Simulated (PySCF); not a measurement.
Gas-phase reaction: 3 AlF2OH ⇌ Al2F6 + Al(OH)3

Computed with PySCF and rigid-rotor harmonic-oscillator thermochemistry at 1 bar. S°(298 K) at PBE0/def2-TZVP differs from the NASA 1993 table for Al2F6 (+7 J/mol/K); whether the harmonic model or the table's entry is off was not settled. † marks an energy on the PBE0/def2-TZVP geometry and frequencies; other levels use their own. MP2 and CCSD(T) freeze the core. 6-31G* has spherical d functions here. All species are closed-shell singlets. B3LYP is the form with VWN-RPA correlation. AlF2OH, Al(OH)3: computed as isolated molecules; such fragments, hydroxides, amides, oligomers or adducts are transient or little studied in the gas. MP2 isn't extrapolated to the basis-set limit; its ΔH°(298 K) is -236.5 kJ in def2-SVP and -190.1 kJ in def2-TZVPP. CCSD(T) isn't extrapolated to the basis-set limit. The harmonic model lacks anharmonicity and excited electronic states, which grow with temperature; levels with a mode under 35 cm⁻¹ are left out. Soft modes under 120 cm⁻¹ make the harmonic entropy rough for Al2F6.

ΔH° and ΔS° at 298 K: B3LYP/6-31G* -240 kJ, -201 J/K; BLYP/def2-TZVP† -153 kJ, -199 J/K; CCSD(T)/def2-SVP† -239 kJ, -199 J/K; HF/def2-TZVP† -184 kJ, -199 J/K; MP2/def2-SVP† -237 kJ, -199 J/K.

With the heat capacities included, give log10 K (1 bar) at 500, 800, 1600, 1800, 2500 K from B3LYP/6-31G*, BLYP/def2-TZVP†, CCSD(T)/def2-SVP†, HF/def2-TZVP†, MP2/def2-SVP†.


```csv
T (K),B3LYP/6-31G*,BLYP/def2-TZVP†,CCSD(T)/def2-SVP†,HF/def2-TZVP†,MP2/def2-SVP†
500,14.6,5.7,14.7,8.9,14.4
800,5.4,-0.1,5.5,1.9,5.3
1600,-2.0,-4.7,-1.9,-3.7,-2.0
1800,-2.8,-5.2,-2.7,-4.3,-2.8
2500,-4.5,-6.2,-4.4,-5.5,-4.5
```
